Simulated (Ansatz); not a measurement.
2H WS2, treated with PBE+SOC (PAW; Ansatz, a first-principles code).

Numerical settings: plane-wave cutoff 520 eV, 12×12×4 k mesh (along the axes of the cell as run), Fermi–Dirac smearing 0.01 eV, PAW data made under PBE.

Cell (measured lattice):

```yaml
crystal:
  lattice:
    - [-1.57650, 2.73058, 0.00000]
    - [3.15300, 0.00000, 0.00000]
    - [0.00000, 0.00000, -12.32300]
  atoms:
    - { symbol: W, position: [0.33333, 0.66667, 0.25000] }
    - { symbol: W, position: [0.66667, 0.33333, 0.75000] }
    - { symbol: S, position: [0.33333, 0.66667, 0.87700] }
    - { symbol: S, position: [0.66667, 0.33333, 0.37700] }
    - { symbol: S, position: [0.66667, 0.33333, 0.12300] }
    - { symbol: S, position: [0.33333, 0.66667, 0.62300] }
```

Task: Predict the band gap, smallest direct gap on the k points sampled and direct gap at Γ.

Result: 
- band gap: 0.93 eV (indirect)
- smallest direct gap on the k points sampled: 1.64 eV
- direct gap at Γ: 2.19 eV

Note: cell and atoms aren't relaxed at this level (largest force component 0.24 eV/Å, pressure 5.0 GPa).

Computed values are for the static lattice.
